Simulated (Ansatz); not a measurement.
## Ansatz (development build ahead of 0.2.0) run

```yaml
crystal:
  periodic: [false, false, false]
  atoms:
    - { symbol: "N", position_ang: [0.0, 0.0, -0.70218] }
    - { symbol: S, position_ang: [0.0, 0.0, 0.70218] }
basis:
  gaussian: { orbitals: "6-31G" }
magnetization:
  initial_magnetization: 1
hamiltonian:
  xc: hf
correlation:
  method: bccd_t
  frozen_orbitals: { "N": 1, S: 5 }
```

The input is written out in the form of the current development build from the run's settings. Correlation on restricted open-shell orbitals is semicanonical, with singles.

Output:

```
Converged                               : yes
Reference energy (starting determinant) : -451.76921 hartree
Correlation energy                      : -0.17310 hartree
Total energy                            : -451.94231 hartree
```
